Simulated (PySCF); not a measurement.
Benzonitrile radical anion, C7H5N (charge -1 and doublet state).
Atom-mapped SMILES: `[N:1]#[C:2][c:3]1[cH:4][cH:5][cH:6][cH:7][cH:8]1` (hydrogens: H9 on C4; H10 on C5; H11 on C6; H12 on C7; H13 on C8)

As a line formula: benzonitrile radical anion (`N#CC1=CC=CC=C1`) [SMILES of the parent framework; charge -1 and doublet state].

Method: PySCF, UKS B3LYP, IGLO-III on C N, pcH-1 on H, non-relativistic, mean-field spin-orbit, GIAO. Isolated species at its PBE0-D3(BJ)/def2-SVP geometry, gas phase. Whether the extra electron is bound in the gas phase wasn't checked; a finite basis holds it in any case. The geometry's basis has no diffuse functions, a weakness for an anion. Stability of the SCF solution: not tested. No frequencies were computed at this geometry's level, so the symmetric structure isn't shown to be a minimum.

Principal values of hyperfine tensors in MHz (contact and dipolar terms together), for some of the nuclei:

```json
{"atom": "C6", "isotope": "13C", "A1": "0.26", "A2": "1.74", "A3": "89.38", "alike by the symmetry of this geometry": "none"}
{"atom": "H11", "isotope": "1H", "A1": "-42.99", "A2": "-25.26", "A3": "-12.75", "alike by the symmetry of this geometry": "none"}
{"atom": "C2", "isotope": "13C", "A1": "-28.93", "A2": "-19.10", "A3": "-15.85", "alike by the symmetry of this geometry": "none"}
{"atom": "C5", "isotope": "13C", "A1": "-19.83", "A2": "-15.65", "A3": "-13.73", "alike by the symmetry of this geometry": "C7"}
{"atom": "C3", "isotope": "13C", "A1": "-11.03", "A2": "-9.86", "A3": "59.05", "alike by the symmetry of this geometry": "none"}
{"atom": "N1", "isotope": "14N", "A1": "-3.72", "A2": "-2.37", "A3": "24.12", "alike by the symmetry of this geometry": "none"}
{"atom": "C4", "isotope": "13C", "A1": "-8.86", "A2": "-8.04", "A3": "25.61", "alike by the symmetry of this geometry": "C8"}
{"atom": "H10", "isotope": "1H", "A1": "-1.55", "A2": "1.05", "A3": "2.77", "alike by the symmetry of this geometry": "H12"}
```

(1) Split each tensor into its isotropic and traceless parts, and turn a_iso into mT with g = 2.0026.

(2) What spin density at the nucleus of H11 lies behind its contact coupling (g_N = 5.58569)?

(3) H9 (1H, g_N = 5.58569) isn't in the table. Its spin density at the nucleus is -0.002381 bohr⁻³. What is its contact coupling?

(4) Name the largest traceless tensor T of the table and describe it.

(5) In a single crystal, with the field along each principal axis of the tensor of C6 in turn, what first-order splitting does this nucleus give (isotropic g, quadrupole terms neglected)?

## Answers

(1) a_iso is a third of the trace, T = A − a_iso, and a(mT) = a(MHz)/(g × 13.996).

```
atom  a_iso (MHz)  a_iso (mT)      T1      T2     T3
  C6        30.46       1.087  -30.20  -28.72  58.92
 H11       -27.00      -0.963  -15.99    1.74  14.25
  C2       -21.29      -0.760   -7.64    2.20   5.45
  C5       -16.40      -0.585   -3.43    0.75   2.68
  C3        12.72       0.454  -23.75  -22.58  46.33
  N1         6.01       0.214   -9.73   -8.38  18.11
  C4         2.91       0.104  -11.76  -10.94  22.71
 H10         0.76       0.027   -2.30    0.30   2.01
```

(2) a_FC = (2μ0/3) gₑ μB g_N μN ρ(0)/(2S·h) = 800.24 MHz × g_N × ρ(0)/(2S), with ρ in bohr⁻³. With a_FC = -27.00 MHz and 2S = 1, ρ(0) = -0.006041 bohr⁻³. In magnitude that is 1.9 % of the 1/π = 0.318 of a free hydrogen atom.

(3) By the same relation, a_FC = -10.64 MHz. Its full tensor has the principal values -15.83, -12.01, -4.08 MHz.

(4) C6: -30.2, -28.7, 58.9 MHz, nearly axial, close to the ratio −1:−1:+2, the form that spin in one p orbital centred on that nucleus gives.

(5) 2 lines (I = 1/2), spaced by |A_i|/(g × 13.996): 0.01, 0.06, 3.19 mT along the axes of A1, A2 and A3.

Time: 49 s. Hardware: one thread of an x86-64 server, no GPU (shared host).
